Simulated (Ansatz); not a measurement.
`FC1=CCC1F`, charge 0, multiplicity 1.

Problem. Give a relaxed structure at PBE0-D4/def2-TZVP (Ansatz 0.2.0). (An estimate is asked.)

Solution. Ansatz gave: 
Z-matrix (Å, degrees):
```
C
C 1 1.553
C 1 1.517 2 86.5
H 1 1.091 2 111.7 3 115.8
H 1 1.093 2 115.3 3 -117.8
F 2 1.373 1 115.7 3 -120.7
C 2 1.491 1 84.8 3 -3.4
H 2 1.094 1 114.8 3 112.6
H 3 1.081 1 133.0 2 -173.5
F 7 1.318 2 129.5 1 -179.6
```
This is one stationary point; other conformers may exist.
